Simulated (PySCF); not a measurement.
# One elementary step

Start structure (CH8OSi, closed shell), relaxed at PBE0-D4/def2-TZVP:

```xyz
11
angstrom
Si -1.1920 0.4936 0.1401
C 0.0711 -0.1865 1.3335
H -1.1069 -0.2143 -1.1731
H -2.5801 0.3111 0.6437
H -0.9700 1.9409 -0.1172
H 2.0743 -1.1061 -1.7960
O 1.8376 -0.1766 -1.7579
H -0.0972 -1.2497 1.5179
H 1.0728 -0.0603 0.9177
H 0.0207 0.3364 2.2909
H 0.9006 -0.1513 -1.9710
```

The step: CH₆Si ([CH3][SiH3]) + H₂O → SiH₄O ([OH][SiH3]) + CH₄; bonds formed: Si1–O7, C2–H6; bonds broken: Si1–C2, H6–O7. PySCF 2.14 with density fitting (its default auxiliary sets; JK sets also for MP2 and CCSD(T)); basis: def2-TZVPP and def2-QZVPP; cores frozen in the correlated methods. Extrapolation: Hartree–Fock as exp(−7.88 √X), correlation as X^−2.97. Energies below are by CCSD(T) at an estimated basis limit (MP2 extrapolated from triple and quadruple zeta, plus CCSD(T) − MP2 in triple zeta).

(1) What are the electronic barrier and the energy of the step, from the start structure to the end structure? (To be estimated.)

T1 diagnostic: at most 0.012.

Results:

(1) By the calculation: Barrier 208.5 kJ/mol; step energy -85.3 kJ/mol (downhill); reverse barrier, their difference, 293.8 kJ/mol. Barrier and step energy count from the start structure, the reverse barrier from the end structure.

The saddle point: One imaginary mode of 1303i cm⁻¹.
```tsv
pair	start (Å)	saddle (Å)	end (Å)
Si1–O7	3.64	1.89	1.65
C2–H6	3.83	1.44	1.09
Si1–C2	1.87	2.21	3.86
H6–O7	0.96	1.17	2.76
```

Zero-point energy (harmonic, PBE0-D4): ZPE is 220.0 kJ/mol at the start and 214.9 kJ/mol at the saddle, so the barrier goes from 208.5 to 203.4 kJ/mol.

Labels in which every atom is bracketed show which atoms are joined, not bond orders.

For scale, one of the runs: CCSD(T)/def2-TZVPP, 216 basis functions, launched by `OMP_NUM_THREADS=4 python run.py`. Time: 7.8 min of wall clock on 4 CPU threads of an Arm Neoverse V1; the host was shared. Peak host memory: 3 GiB.
